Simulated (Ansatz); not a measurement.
The input, for Ansatz 0.2.0:

```yaml
crystal:
  periodic: [false, false, false]
  atoms:
    - {symbol: N, position_ang: [0.000000, 0.000000, 0.000000]}
    - {symbol: H, position_ang: [1.024021, 0.013755, -0.000070]}
    - {symbol: H, position_ang: [-0.523923, 0.879946, -0.002762]}
    - {symbol: H, position_ang: [-0.500098, -0.893701, 0.002832]}
basis:
  gaussian: {orbitals: 6-31G}
total_charge: 1
magnetization: {spin_polarized: true, initial_magnetization: 1}
correlation: {method: mp2, electrons: outside_noble_gas}
scf: {lower_state_search: off}
```

```sh
$ ansatz run in.yaml --threads 1 --pin off --events-out ev --progress --plain --max-ram 2176MiB
```

The program prints:

```
these checks for a lower state are left out or cut short: stability, starts, cluster_reference, orbital_swaps, neighbouring_geometries, increment
228 factors; integrals over basis functions are off by at most 3.2e-4 eV
mean field evaluation 1: about -1518.3944 eV, gradient 2.0e1 eV
mean field evaluation 2: about -1518.3942 eV, gradient 2.0e1 eV
mean field evaluation 4: about -1519.9859 eV, gradient 1.0e0 eV
mean field evaluation 8: about -1519.9977 eV, gradient 5.2e-5 eV
mean field -1519.99774315 eV, -55.8588867693 hartree, gradient 1.2e-6 eV, S^2 0.759951; 0 other end points of the search recorded, 0 dependent functions left out
1 core orbitals not correlated: weight in the atoms' cores, before any rotation towards them, 1.000 or more for the frozen orbitals, at most 0.000 for the correlated occupied ones
reference -1519.99774315 eV, -55.8588867693 hartree; 4, 3 occupied and 10, 11 virtual orbitals, 228 factors
second order -2.36031056 eV of doubles, -0.00000000 eV of singles
Total energy: -1522.35805372 eV, -55.9456265827 hartree
Checks for a lower state left out: stability, starts, cluster_reference, orbital_swaps, neighbouring_geometries, increment
```

Ran on 1 thread of AMD EPYC 9R45, shared host: 0.06 s wall, 0.14 GiB peak host memory.
